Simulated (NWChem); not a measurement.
Molecule: methanethiol (CH4S); SMILES CS

Program: NWChem. Pople sets run with spherical d functions. Medium grid unless said otherwise, to which SCAN and Minnesota functionals are sensitive. The geometry was optimised at PBE-D3(BJ)/def2-SVP. Level r2SCAN/6-31G*: energy and gradient; each run changes one setting, and changes count from the defaults (medium grid, exact Coulomb integrals, symmetry on).

```tsv
setting	size of the energy change (μHa)	largest change of a gradient component (μHa/bohr)
defaults	< 10	< 30
Coulomb fitting, Weigend set	200	90
tight SCF thresholds and tolerances	< 10	< 30
coarse grid	300	200
```
